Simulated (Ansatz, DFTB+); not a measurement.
# A ladder of methods for C2H6O3S (dimethyl sulfite)

The species is C2H6O3S (12 atoms), meant as a singlet with charge 0. SMILES: `COS(=O)OC`. The coordinates come from a PBE0-D4/def2-TZVP relaxation. This is one conformer, not always the lowest.

Quantity: the atomisation enthalpy at 298 K, in kJ/mol. The values are calculated. The thermal term (zero-point and 298 K enthalpy, harmonic and unscaled) is that of HF/6-31G*; the spin-orbit lowering of the free atoms at 298 K, 3.1 kJ/mol by their spectra, is taken off.

**What was measured.** CRC Handbook of Chemistry and Physics gives the atomisation enthalpy at 298 K of the gas as 4250 kJ/mol.

```csv
level,kind,program,value (kJ/mol),computed − measured,CPU time (all runs)
DFTB2,semi-empirical,DFTB+,4506,+256,under 2 s
HF/6-31G* (spherical functions),Hartree–Fock,Ansatz,2576,-1674,4.8 s
SVWN5/6-31G* (spherical functions),LDA,Ansatz,4985,+735,8.3 s
PBE/6-31G* (spherical functions),GGA,Ansatz,4279,+29,13 s
r2SCAN/6-31G* (spherical functions),meta-GGA,Ansatz,4140,-110,24 s
BHLYP/6-31G* (spherical functions),global hybrid,Ansatz,3850,-400,15 s
CAM-B3LYP/6-31G* (spherical functions),range-separated hybrid,Ansatz,4121,-129,16 s
B2PLYP/6-31G* (spherical functions),double hybrid,Ansatz,3967,-283,20 s
RPA@PBE/6-31G* (spherical functions),RPA,Ansatz,3545,-705,23 s
MP2/6-31G* (spherical functions),perturbation theory,Ansatz,3793,-457,5.9 s
```

Nearest: PBE/6-31G* (spherical functions) (+29 kJ/mol); farthest: HF/6-31G* (spherical functions) (-1674 kJ/mol). Computed less measured by kind, in kJ/mol (of the ab initio rows, those in 6-31G*): semi-empirical +256; Hartree–Fock -1674; LDA +735; GGA +29; meta-GGA -110; global hybrid -400; range-separated hybrid -129; double hybrid -283; RPA -705; perturbation theory -457. In a finite basis correlated wave-function methods underbind, so their errors here aren't those of the basis-set limit. In so small a basis fixed costs decide the times, and correlated methods can beat functionals. Times are those of the runs behind each value, whatever else they computed, on shared processors of several kinds: orders of magnitude only.
